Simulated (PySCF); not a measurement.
Molfile (atoms numbered from 1):
```
C4H10OS
     RDKit          3D

 16 15  0  0  0  0  0  0  0  0999 V2000
    2.5524    0.3304   -0.8330 C   0  0  0  0  0  0  0  0  0  0  0  0
    1.4064   -0.3949   -0.1588 C   0  0  0  0  0  0  0  0  0  0  0  0
   -0.1734    0.3227   -0.7319 S   0  0  0  0  0  4  0  0  0  0  0  0
   -0.1537    1.7630   -0.2876 O   0  0  0  0  0  0  0  0  0  0  0  0
   -1.2629   -0.5449    0.4516 C   0  0  0  0  0  0  0  0  0  0  0  0
   -2.6502    0.0579    0.3753 C   0  0  0  0  0  0  0  0  0  0  0  0
    2.5572    0.1564   -1.9201 H   0  0  0  0  0  0  0  0  0  0  0  0
    3.5175   -0.0077   -0.4282 H   0  0  0  0  0  0  0  0  0  0  0  0
    2.4585    1.4122   -0.6572 H   0  0  0  0  0  0  0  0  0  0  0  0
    1.3851   -1.4730   -0.3880 H   0  0  0  0  0  0  0  0  0  0  0  0
    1.4277   -0.2564    0.9342 H   0  0  0  0  0  0  0  0  0  0  0  0
   -0.8141   -0.4008    1.4476 H   0  0  0  0  0  0  0  0  0  0  0  0
   -1.2443   -1.6173    0.1967 H   0  0  0  0  0  0  0  0  0  0  0  0
   -3.3024   -0.3692    1.1510 H   0  0  0  0  0  0  0  0  0  0  0  0
   -2.5877    1.1453    0.5293 H   0  0  0  0  0  0  0  0  0  0  0  0
   -3.1176   -0.1253   -0.6045 H   0  0  0  0  0  0  0  0  0  0  0  0
  1  2  1  0
  2  3  1  0
  3  4  2  0
  3  5  1  0
  5  6  1  0
  1  7  1  0
  1  8  1  0
  1  9  1  0
  2 10  1  0
  2 11  1  0
  5 12  1  0
  5 13  1  0
  6 14  1  0
  6 15  1  0
  6 16  1  0
M  END
```

Geometry: PBE0-D3(BJ)/def2-SVP; GIAO absolute shieldings from PySCF 2.14, gas phase, non-relativistic, averaged over equivalent atoms.

At PBE0/pcSseg-1 (159 basis functions, 15 s wall time on 1 thread of an x86-64 server CPU, shared host):
```tsv
atoms	σ (ppm)
C2/C5	131.6
C1/C6	175.1
S3	186.3
O4	299.2
H10/H13	29.11
H11/H12	29.18
H7/H8/H9/H14/H15/H16	29.89
```

Estimate the result of repeating the calculation with PBE/pcSseg-2.

## Answers


```
               atoms  σ at PBE/pcSseg-2  change
               C2/C5              121.3   -10.3
               C1/C6              169.9    -5.2
                  S3              123.7   -62.6
                  O4              274.5   -24.7
             H10/H13              28.69   -0.42
             H11/H12              29.08   -0.10
H7/H8/H9/H14/H15/H16              29.87   -0.02
```

The largest change is at S3 (sulfoxide sulfur). Cost: 363 basis functions, 80 s wall time on 1 thread of an x86-64 server CPU, shared host.
